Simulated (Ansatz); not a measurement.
Cost and result for the atomization energy of `Cc1cccc(O)c1` (16 atoms, 16 bonds).

| atom | x (Å) | y (Å) | z (Å) |
| --- | --- | --- | --- |
| C1 | 0.753 | 2.159 | 0.754 |
| C2 | 0.383 | 0.793 | 0.260 |
| C3 | 1.303 | 0.017 | -0.442 |
| C4 | 0.941 | -1.231 | -0.922 |
| C5 | -0.336 | -1.727 | -0.711 |
| C6 | -1.255 | -0.957 | -0.008 |
| O7 | -2.520 | -1.381 | 0.240 |
| C8 | -0.894 | 0.294 | 0.474 |
| H9 | 0.511 | 2.921 | 0.007 |
| H10 | 1.823 | 2.230 | 0.959 |
| H11 | 0.211 | 2.413 | 1.667 |
| H12 | 2.306 | 0.393 | -0.610 |
| H13 | 1.662 | -1.831 | -1.465 |
| H14 | -0.616 | -2.707 | -1.084 |
| H15 | -2.639 | -2.256 | -0.141 |
| H16 | -1.631 | 0.871 | 1.022 |

The species carries charge 0 and has multiplicity 1. The structure was optimised at the PBE0-D4/def2-TZVP level. It is one conformer, not always the lowest. Program: Ansatz. All runs use 2 threads of an AMD EPYC 7R13 on a shared host and a share of an NVIDIA H100 80 GB. Times are those of one run each, without the atoms' runs, and a repeat can differ threefold. Electronic energies, without spin–orbit coupling; frozen cores. CCSD(T)/CBS adds CCSD(T) − MP2 in def2-TZVPP to the MP2 limit, and its time is that of the two runs behind it. T1 = 0.011; the RHF reference is unstable towards UHF. HSE06 is the plane-wave form, built on full-range PBE exchange.

CCSD(T)/CBS is a level of theory with its own doubt, some kJ/mol a heavy atom from the limit and from the frozen cores, so smaller differences don't rank the functionals.

```
                             level  functions  wall time
                BLYP-D4/def2-TZVPP        360      2.7 s
            LDA (SPW92)/def2-TZVPP        360        3 s
              revPBE-D4/def2-TZVPP        360        3 s
                 B97M-V/def2-TZVPP        360      3.9 s
r2SCAN-D4/def2-TZVPP (with forces)        360      4.2 s
               HSE06-D4/def2-TZVPP        360      4.4 s
                  CCSD(T)/def2-SVP        152      4.9 s
                ωB97X-V/def2-TZVPP        360      5.5 s
               PBE-QIDH/def2-TZVPP        360      5.5 s
                    MP2/def2-QZVPP        696        6 s
             r2SCANh-D4/def2-TZVPP        360      6.5 s
                CCSD(T)/def2-TZVPP        360       16 s
                 CCSD(T)/CBS(def2)          –       22 s
```

**Question.** What atomization energy does each give, and how far from CCSD(T)/CBS? (Estimate.)

**Answer.** Ansatz gave: 
```
                             level  atomization (kcal/mol)  difference from CCSD(T)/CBS  per bond
                BLYP-D4/def2-TZVPP                  1773.5                          9.4       0.6
            LDA (SPW92)/def2-TZVPP                  2050.1                        286.0      17.9
              revPBE-D4/def2-TZVPP                  1786.1                         22.0       1.4
                 B97M-V/def2-TZVPP                  1776.4                         12.3       0.8
r2SCAN-D4/def2-TZVPP (with forces)                  1782.4                         18.3       1.1
               HSE06-D4/def2-TZVPP                  1797.5                         33.4       2.1
                  CCSD(T)/def2-SVP                  1700.0                        -64.1      -4.0
                ωB97X-V/def2-TZVPP                  1768.5                          4.4       0.3
               PBE-QIDH/def2-TZVPP                  1775.5                         11.4       0.7
                    MP2/def2-QZVPP                  1795.4                         31.3       2.0
             r2SCANh-D4/def2-TZVPP                  1770.8                          6.7       0.4
                CCSD(T)/def2-TZVPP                  1722.5                        -41.6      -2.6
                 CCSD(T)/CBS(def2)                  1764.1                          0.0       0.0
```

From r2SCAN to r2SCAN0 (25 % exact exchange), in def2-TZVPP and without D4, the atomization energy moves by −28.6 kcal/mol: exact exchange takes away binding that semilocal exchange gives to molecules. Leaving LDA and LC-ωPBE aside and taking each functional with its dispersion term where it has one, the values, not all of them listed here, spread over 118.6 kcal/mol, from BHLYP-D4 to PBE-D4. LDA lies +227.1 kcal/mol from PBE without D4, its usual overbinding. The D4 term adds +15.4 kcal/mol with B3LYP and +8.1 kcal/mol with PBE0; it sums over pairs of atoms, weighted by their polarisabilities, and B3LYP, whose exchange is more repulsive, gets the larger term.

B3LYP here is the variant with VWN-RPA as its local correlation; programs differ in this.
